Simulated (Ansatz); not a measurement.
Input for Ansatz (development build ahead of 0.2.0):

```yaml
crystal:
  periodic: [false, false, false]
  atoms:
    - { symbol: Na, position_ang: [0.0, 0.0, 0.0] }
    - { symbol: Li, position_ang: [0.0, 0.0, 6.048] }
    - { symbol: Si, position_ang: [0.0, 5.4971, -1.4729] }
basis:
  gaussian: { orbitals: pcseg-2 }
magnetization:
  initial_magnetization: 2
hamiltonian:
  xc: { name: wB97X }
```

The input is written out in the form of the current development build from the run's settings.

Results

```yaml
Converged: yes
Total_energy: -459.08664 hartree
Spin_squared_of_the_determinant: 2.000
Stability_test: minimum among restricted orbitals
```

Caution: stretched shape with no unrestricted run beside it, a lower state can exist; charge can spread falsely over distant fragments; other spin multiplicities may lie lower.
